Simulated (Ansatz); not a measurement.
`[BH3-][OH+][SiH3]`, relaxed with RKS PBE0-D4/def2-TZVP in Ansatz from a PBE-D4/def2-SVP geometry. The force threshold is 0.005 eV/Å; the program also tests the step.

Charge 0, multiplicity 1.

Start:

```xyz
10

B     0.677   -1.246    0.158
O     0.722    0.353   -0.265
Si   -0.897    0.997   -0.181
H     0.967   -1.278    1.352
H     1.441   -1.820   -0.606
H    -0.522   -1.479   -0.057
H     1.456    0.854    0.136
H    -1.535    0.671    1.130
H    -1.631    0.468   -1.365
H    -0.677    2.481   -0.301
```

Problem. By how much does the energy fall, and how many steps does the optimiser take? (An estimate is asked.)

Solution. Ansatz gave: 1.20 kcal/mol, in 9 steps, 1 of them rejected.

Problem. Which bonds change most? (Estimate.)

Solution. Computed: O2–Si3 from 1.744 to 1.699 Å; B1–H6 from 1.240 to 1.218 Å; B1–H5 from 1.224 to 1.203 Å; B1–H4 from 1.228 to 1.208 Å.

Problem. Give the relaxed structure. (An estimate is asked.)

Solution. The calculation gave: 
```xyz
10

B     0.668   -1.249    0.159
O     0.692    0.355   -0.243
Si   -0.879    1.001   -0.186
H     0.984   -1.281    1.324
H     1.418   -1.786   -0.612
H    -0.509   -1.499   -0.031
H     1.422    0.843    0.146
H    -1.524    0.682    1.103
H    -1.603    0.467   -1.351
H    -0.669    2.467   -0.308
```
